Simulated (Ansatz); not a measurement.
in.yaml

```yaml
crystal:
  periodic: [false, false, false]
  atoms:
    - {symbol: N, position_ang: [0.000000, 0.001895, 0.312931]}
    - {symbol: Mg, position_ang: [0.000000, -0.655929, -1.420234]}
    - {symbol: H, position_ang: [0.000000, 0.654034, 1.107303]}
basis:
  gaussian: {orbitals: 6-31G}
magnetization: {spin_polarized: false}
correlation: {method: ccsdtq, electrons: outside_noble_gas}
```

```sh
$ ansatz run in.yaml --threads 1 --pin off --events-out ev --progress --plain --max-ram 2393MiB
```

Log:

```
502 factors; integrals over basis functions are off by at most 1.6e-7 eV
mean field evaluation 1: about -6916.4225 eV, gradient 4.9e1 eV
mean field evaluation 2: about -6916.4360 eV, gradient 4.9e1 eV
mean field evaluation 4: about -6922.6407 eV, gradient 1.4e1 eV
mean field evaluation 8: about -6923.7166 eV, gradient 1.8e0 eV
mean field evaluation 16: about -6923.8365 eV, gradient 5.1e-7 eV
mean field evaluation 32: about -6923.8365 eV, gradient 2.7e-2 eV
mean field evaluation 64: about -6923.7447 eV, gradient 6.1e-1 eV
mean field evaluation 96: about -6923.8028 eV, gradient 2.6e0 eV
mean field evaluation 128: about -6922.8509 eV, gradient 1.7e0 eV
mean field evaluation 160: about -6922.4830 eV, gradient 6.8e0 eV
...
mean field -6923.83649120 eV, -254.4462979068 hartree, gradient 3.0e-6 eV, S^2 0.000000; 10 other end points of the search recorded, 0 dependent functions left out; unrestricted orbitals would lower it
...
determinant -6923.83649120 eV, -254.4462979068 hartree, with singles and doubles -6929.15257309 eV, -254.6416603127 hartree
determinant -6922.02441665 eV, -254.3797053954 hartree, with singles and doubles -6925.43552861 eV, -254.5050614478 hartree
determinant -6921.83868886 eV, -254.3728800249 hartree, with singles and doubles -6925.18538278 eV, -254.4958687580 hartree
unrestricted determinant -6926.68057125 eV, -254.5508159207 hartree, S^2 1.0183
6 core orbitals not correlated: weight in the atoms' cores, before any rotation towards them, 1.000 or more for the frozen orbitals, at most 0.000 for the correlated occupied ones
reference -6923.83649120 eV, -254.4462979068 hartree; 4, 4 occupied and 14, 14 virtual orbitals, 502 factors
second order -4.61238076 eV of doubles, -0.00000000 eV of singles
...
cycle  22  -5.72833214 eV  change   -5.8e-6 eV  update   7.8e-6
cycle  23  -5.72833512 eV  change   -3.0e-6 eV  update   5.2e-6
cycle  24  -5.72832796 eV  change    7.2e-6 eV  update   2.4e-6
cycle  25  -5.72832530 eV  change    2.7e-6 eV  update   1.3e-6
cycle  26  -5.72832647 eV  change   -1.2e-6 eV  update   9.1e-7
cycle  27  -5.72832529 eV  change    1.2e-6 eV  update   7.6e-7
cycle  28  -5.72832517 eV  change    1.2e-7 eV  update   3.7e-7
cycle  29  -5.72832577 eV  change   -6.0e-7 eV  update   3.1e-7
cycle  30  -5.72832621 eV  change   -4.4e-7 eV  update   2.3e-7
cycle  31  -5.72832585 eV  change    3.6e-7 eV  update   1.6e-7
WARN: these amplitudes may be one of several solutions (largest doubles amplitude 0.65, level shift 0.87 eV)
Total energy: -6929.56481706 eV, -254.6568099990 hartree
```

The T1 diagnostic is 0.076.

For the same geometry and basis full CI lies 2.9 meV lower. By full CI's occupations no single determinant describes the state well. The program flagged this run's energy as in doubt. RHF is unstable: UHF (⟨S²⟩ = 1.02) lies 2.84 eV below the lowest RHF solution. Higher spins weren't run at this geometry and may lie near or lower.

Ran on 1 thread of Arm Neoverse V1, shared host: 11 s wall, 0.15 GiB peak host memory.
